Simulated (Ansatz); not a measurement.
# TO(Γ) frequency of zinc-blende GaN (metastable phase) at several levels of theory

No measured value is used here.

| level (code) | value (cm⁻¹) | cell (Å³/atom) |
|---|---|---|
| LDA (Ansatz) | 553 | 11.05 |
| PBE (Ansatz) | (withheld) | 11.76 |
| r²SCAN (Ansatz) | 546 | 11.37 |

Question: What belongs in the gaps?

Answer: 
- PBE (Ansatz, a quantum-chemistry and plane-wave program), value (cm⁻¹): 517

Each level is taken at its own relaxed cell. Cutoffs differ between the levels. Ansatz's density-functional and Hartree–Fock values are scalar-relativistic unless marked +SOC, with PAW data made under PBE.
